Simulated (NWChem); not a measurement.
**COF2 (carbonyl fluoride) at 6 levels**

Aim: a comparison of 6 runs (HF/3-21G, HF/def2-SVP, B3LYP/6-31G*, SVWN5/aug-cc-pVDZ, MP2/aug-cc-pVDZ, CCSD(T)/6-311G**) of COF2 (carbonyl fluoride). 

The results are computed with NWChem 7.3.0.

## Step 1: The molecule

COF2 has 4 atoms, charge 0, and is taken as a singlet. SMILES: `O=C(F)F`. The coordinates come from a PBE0-D4/def2-TZVP relaxation.

Bond lengths: O1–C2 1.169 Å, C2–F3 1.309 Å, C2–F4 1.309 Å. Angles: O1–C2–F3 126.1°, O1–C2–F4 126.1°, F3–C2–F4 107.8°.

## Step 2: Energy and forces at HF/3-21G (run 1)

mol.nw reads:

```
start mol
memory 2200 mb

geometry noautosym nocenter noautoz
O     -1.242660    -0.157400     0.153910
C     -0.091830    -0.011630     0.011370
F      0.845490    -0.826670     0.424670
F      0.488990     0.995700    -0.589960
end

basis spherical bse
* library 3-21G
end

scf
thresh 1e-08
maxiter 80
noprint "final vectors analysis"
end

task scf gradient
```

Command:

```
$ nwchem mol.nw > mol.out
```

Standard output:

```text
[...]
  functions       =    36
[...]
  wavefunction    = RHF
[...]
         Total SCF energy =   -309.903873637150
      One-electron energy =   -667.911437089912
      Two-electron energy =    237.871131810192
 Nuclear repulsion energy =    120.136431642570
        Time for solution =      0.4s
[...]
                         RHF ENERGY GRADIENTS
    atom               coordinates                        gradient
                 x          y          z           x          y          z
   1 O      -2.348287  -0.297443   0.290848    0.003562   0.000451  -0.000441
   2 C      -0.173534  -0.021978   0.021486    0.009662   0.001227  -0.001199
   3 F       1.597744  -1.562180   0.802510   -0.009014   0.011445  -0.006020
   4 F       0.924057   1.881600  -1.114863   -0.004210  -0.013123   0.007659
[...]
```

It took 1.1 s on 1 thread of AMD EPYC 9R45 (Zen 5), shared host; peak memory 0.099 GiB.

## Step 3: Energy and gradient at HF/def2-SVP (run 2)

sp.nw reads:

```
start sp
title "CF2O gradient"
memory total 2200 mb
geometry units angstroms noautosym nocenter noautoz
  O    -1.242660   -0.157400    0.153910
  C    -0.091830   -0.011630    0.011370
  F     0.845490   -0.826670    0.424670
  F     0.488990    0.995700   -0.589960
end
basis spherical bse
  * library def2-SVP
end
scf
  thresh 1e-08
  maxiter 80
  noprint "final vectors analysis"
end
task scf gradient
```

Command:

```
$ nwchem sp.nw > sp.out
```

Standard output:

```text
[...]
  functions       =    56
[...]
  wavefunction    = RHF
[...]
         Total SCF energy =   -311.366155765067
      One-electron energy =   -669.964470242955
      Two-electron energy =    238.461882835318
 Nuclear repulsion energy =    120.136431642570
        Time for solution =      1.8s
[...]
                         RHF ENERGY GRADIENTS
    atom               coordinates                        gradient
                 x          y          z           x          y          z
   1 O      -2.348287  -0.297443   0.290848   -0.047977  -0.006077   0.005942
   2 C      -0.173534  -0.021978   0.021486    0.010926   0.001386  -0.001355
   3 F       1.597744  -1.562180   0.802510    0.022572  -0.018334   0.009220
   4 F       0.924057   1.881600  -1.114863    0.014479   0.023024  -0.013807
[...]
```

It took 3.3 s on 1 thread of AMD EPYC 9R45 (Zen 5), shared host; peak memory 0.1 GiB.

Run 3 isn't shown in full; the table further down has it.

## Step 4: Energy and gradient at SVWN5/aug-cc-pVDZ (run 4)

struct.xyz reads:

```xyz
4

O     -1.242660    -0.157400     0.153910
C     -0.091830    -0.011630     0.011370
F      0.845490    -0.826670     0.424670
F      0.488990     0.995700    -0.589960
```

run.py reads:

```python
from ase.io import read
from ase.calculators.nwchem import NWChem

molecule = read('struct.xyz')

calc = NWChem(
    label='struct',
    theory='dft',
    memory='2200 mb',
    basis='aug-cc-pVDZ',
    basispar='spherical bse',
    dft={'xc': 'slater vwn_5', 'mult': '1', 'grid': 'fine', 'convergence': 'energy 1e-08', 'iterations': '100', 'mulliken': None},
)
molecule.calc = calc

forces = molecule.get_forces()
print(f"energy = {molecule.get_potential_energy():.6f} eV")
print("forces (eV/A):")
for s, f in zip(molecule.symbols, forces):
    print(f"{s:2s} {f[0]:10.5f} {f[1]:10.5f} {f[2]:10.5f}")
print("dipole (e A):", molecule.get_dipole_moment().round(4))
```

Command:

```
$ export ASE_NWCHEM_COMMAND="nwchem PREFIX.nwi > PREFIX.nwo"
$ python run.py
```

Standard output:

```text
energy = -8460.997966 eV
forces (eV/A):
O    -1.36253   -0.17257    0.16877
C     0.57248    0.07240   -0.07081
F     0.47401   -0.35389    0.17597
F     0.31604    0.45406   -0.27387
dipole (e A): [ 0.2247  0.0285 -0.0278]
```

The calculator wrote struct.nwi:

```
title "struct"

permanent_dir struct

scratch_dir struct

start struct

geometry units angstrom nocenter noautosym noautoz
  O  -1.2426600000000001e+00 -1.5740000000000001e-01 1.5390999999999999e-01
  C  -9.1829999999999995e-02 -1.1630000000000000e-02 1.1370000000000000e-02
  F  8.4548999999999996e-01 -8.2667000000000002e-01 4.2466999999999999e-01
  F  4.8898999999999998e-01 9.9570000000000003e-01 -5.8996000000000004e-01
end

memory 2200 mb

basis spherical bse noprint
   * library aug-cc-pVDZ
end

dft
  xc slater vwn_5
  mult 1
  grid fine
  convergence energy 1e-08
  iterations 100
  mulliken
end

task dft gradient
```

struct.nwo:

```text
Northwest Computational Chemistry Package (NWChem) 7.3.0
             --------------------------------------------------------

           Job information
           ---------------

    nwchem branch   = 7.3.0
    use scalapack   = T
    input           = struct.nwi
    prefix          = struct.
    data base       = struct/struct.db
    status          = startup
    nproc           =        1

           Memory information
           ------------------

[... 5 lines left out ...]
    hardfail = no
[... 91 lines left out ...]
  convergence criterion.
[... 38 lines left out ...]
          Spatial weights used:  Erf1
[... 32 lines left out ...]
 1-e energy   =    -670.303316
[... 43 lines left out ...]
           Coulomb energy =      271.867030014850
[... 712 lines left out ...]
          Convergence on density requested:  1.00D-05
[... 24 lines left out ...]
          total energy or number of iterations.
[... 35 lines left out ...]
                 ----------------------------------------
                 |  Time  |  1-e(secs)   |  2-e(secs)   |
                 ----------------------------------------
                 |  CPU   |       0.00   |       5.09   |
                 ----------------------------------------
                 |  WALL  |       0.00   |       5.09   |
                 ----------------------------------------

 Task  times  cpu:       15.7s     wall:       15.7s
 Total times  cpu:       15.8s     wall:       15.8s
```

Wall time 17 s (1 thread of AMD EPYC 9R45 (Zen 5), shared host); peak memory 0.11 GiB.

Run 5 isn't shown in full; the table further down has it.

## Step 5: A single-point energy at CCSD(T)/6-311G(d,p) (run 6)

cf2o.nw reads:

```
start cf2o
memory 2200 mb

geometry noautosym nocenter noautoz
   O    -1.242660   -0.157400    0.153910
   C    -0.091830   -0.011630    0.011370
   F     0.845490   -0.826670    0.424670
   F     0.488990    0.995700   -0.589960
end

basis spherical bse
   * library 6-311G**
end

scf
   thresh 1e-08
   maxiter 80
end

ccsd
   freeze core 4
   maxiter 60
end

task ccsd(t) energy
```

Command:

```
$ nwchem cf2o.nw > cf2o.out
```

Standard output:

```text
[...]
  functions       =    72
[...]
  wavefunction    = RHF
[...]
         Total SCF energy =   -311.699204789550
      One-electron energy =   -670.565994939889
      Two-electron energy =    238.730358507769
 Nuclear repulsion energy =    120.136431642570
        Time for solution =      4.1s
[...]
 Total MP2 energy:           -312.428572065372350
[...]
             energy      energy      error      ampl     ampl      Block
                                                time     time      time
[...]
 Total CCSD energy:           -312.427210130815126
[...]
 Total CCSD+T(CCSD) energy:           -312.452004303746719
[...]
 Total CCSD(T) energy:                -312.449993075519160
[...]
```

It took 40 s on 1 thread of AMD EPYC 9R45 (Zen 5), shared host; peak memory 0.18 GiB.

## Step 6: Overview of the runs

```csv
run,level,iteration cap,module,energy (Eh),dipole moment (D),largest force (eV/Å),wall time
1,HF/3-21G,80,scf,-309.903874,1.00,0.811,1.1 s
2,HF/def2-SVP,80,scf,-311.366156,1.15,2.505,3.3 s
3,B3LYP/6-31G* (spherical functions),100,dft,-313.003215,1.18,1.411,8.4 s
4,SVWN5/aug-cc-pVDZ,100,dft,-310.935943,1.10,1.384,17 s
5,MP2/aug-cc-pVDZ,80,mp2,-312.376561,0.99,2.092,43 s
6,CCSD(T)/6-311G**,80,ccsd(t),-312.449993,–,–,40 s
```

## Step 7: Results

| quantity | value |
| --- | --- |
| run 6: total energy | -312.44999 Eh |
| run 6: HOMO energy (Hartree–Fock orbitals) | -15.13 eV |
| run 6: LUMO energy (Hartree–Fock orbitals) | 4.48 eV |
| run 6: HOMO–LUMO gap (Hartree–Fock orbitals) | 19.60 eV |
| run 6: correlation energy (4 core orbitals frozen) | -750.8 mEh |
| run 6: (T) correction | -22.78 mEh |

Over runs 1, 2, 3, 4, 5 the dipole moment (its size) runs from 0.99 D (MP2/aug-cc-pVDZ) to 1.18 D (B3LYP/6-31G*). The two ends differ in method and basis. Totals of different functionals can't be ranked against each other. All runs together took 1.9 min, the longest 43 s.
